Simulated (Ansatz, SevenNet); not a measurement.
Elastic constant C44 (GPa) of solids drawn from the class of elemental solids other than molecular ones, at two levels: the machine-learned potential SevenNet-0 (trained on PBE and PBE+U data), and PBE in Ansatz (plane waves, PAW).

```tsv
solid	SevenNet-0	PBE	shift (%)
fcc Ag	21.3	42.2	+98
diamond	354	558	+58
hcp Ti	15.1	44.3	+193
fcc Pt	78.0	61.7	-21
hcp Co	68.8	98.3	+43
fcc Ni	117	133	+13.7
hcp Y	7.35	25.4	+246
hcp Tc	42.5	137	+222
fcc Rh	90.5	185	+104
bcc Na	4.57	6.30	+38
```

The shifts run from -21 % to +246 %, with a median of +78 %.

Over all 10 rows PBE is the larger in 9.

Ansatz's runs of these crystals have no spin polarisation, but for hcp Co, fcc Ni.

Density-functional runs with spin start from parallel moments for hcp Co, parallel moments for fcc Ni.

Spin–orbit coupling is left out, also for the solids with elements from indium on (fcc Pt); its size isn't shown.

Each level is taken at its own relaxed cell. Ansatz's density-functional and Hartree–Fock values are scalar-relativistic unless marked +SOC, with PAW data made under PBE.

Ansatz is an electronic-structure program.
